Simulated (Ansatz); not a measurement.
Could NaCuCl$_{2}$ exist in this structure?

Plane-wave DFT in Ansatz with scalar-relativistic PAW potentials. The crystal relaxes under PBEsol to R-3m with a = 3.752 Å, c = 18.103 Å, 18.39 Å³/atom. No spin polarisation. The structure is a made-up candidate, not known to be the stable one.

```cif
data_structure
_symmetry_space_group_name_H-M 'P 1'
_symmetry_Int_Tables_number 1
_cell_length_a 6.4112
_cell_length_b 6.4112
_cell_length_c 6.4112
_cell_angle_alpha 34.028
_cell_angle_beta 34.028
_cell_angle_gamma 34.028
_cell_volume 73.56
loop_
_atom_site_label
_atom_site_type_symbol
_atom_site_fract_x
_atom_site_fract_y
_atom_site_fract_z
_atom_site_occupancy
Na1 Na 0.50000 0.50000 0.50000 1
Cu1 Cu 0.00000 0.00000 0.00000 1
Cl1 Cl 0.26080 0.26080 0.26080 1
Cl2 Cl 0.73920 0.73920 0.73920 1
```

**Question.** Test it against the elements, against displacements at the zone centre and against strain.

**Answer.**
- Energy over the elements: -1.028 eV/atom (PBEsol, standard states in the same functional, gases uncorrected)
- Optical modes at Γ: all 9 real, 34 to 215 cm⁻¹ (PBEsol, without the LO-TO term)
- Least eigenvalue of the elastic tensor: -35 GPa (PBEsol)

It fails: a homogeneous strain lowers the energy. As a saddle point it would distort to lower symmetry at 0 K, though thermal motion sometimes holds such a structure on average at high temperature.